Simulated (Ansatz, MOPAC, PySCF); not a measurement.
Process, species as SMILES: CC#[C-] -> C1=C[CH-]1

Quantity: isomerisation energy (enthalpy at 298 K), in kcal/mol. Set-up: valence correlation only; non-relativistic; 6-31G* and kin with 6d, 5d where marked; dispersion terms only where a functional's name holds one; spin-orbit terms left out; LANL2DZ all-electron up to Ne. Ab initio and DFT rows: single points at B3LYP-D3(BJ) geometries (Ansatz, a quantum-chemistry and plane-wave program), with unscaled harmonic terms from B3LYP/6-31G* at its own minima. Semi-empirical rows: MOPAC heats of formation at their own minima for 298 K. Anions need diffuse functions, which STO-3G, LANL2DZ, def2-SVP, cc-pVDZ and Pople sets without + lack. The Hartree-Fock reference of C1=C[CH-]1 is unstable towards a lower, spin-broken solution.

| level | program | isomerisation energy (enthalpy at 298 K) (kcal/mol) |
|---|---|---|
| AM1 | MOPAC | 57.4 |
| HF/LANL2DZ | Ansatz | 82.8 |
| PBE/STO-3G | Ansatz | 64.2 |
| PBE/LANL2DZ | Ansatz | 67.8 |
| B3LYP/6-31G* | Ansatz | 63.5 |
| B3LYP/6-31+G* | Ansatz | 62.0 |
| B3LYP/6-31G** | Ansatz | 62.5 |
| M06-2X/6-31G* (5d) | PySCF | 60.5 |
| MP2/3-21G | Ansatz | 80.9 |
| PBE/def2-TZVPD | Ansatz | 54.3 |
| B2PLYP-D3(BJ)/def2-TZVPD | Ansatz + dftd3 | 61.2 |

No value to compare with is used here. The 9 habitual levels span 57.4 (AM1) to 82.8 kcal/mol (HF/LANL2DZ); B2PLYP-D3(BJ)/def2-TZVPD gives 61.2.

The levels are drawn from those run, B3LYP/6-31G* more often than the rest, none by its result; runs whose electronic state is in doubt are left out.
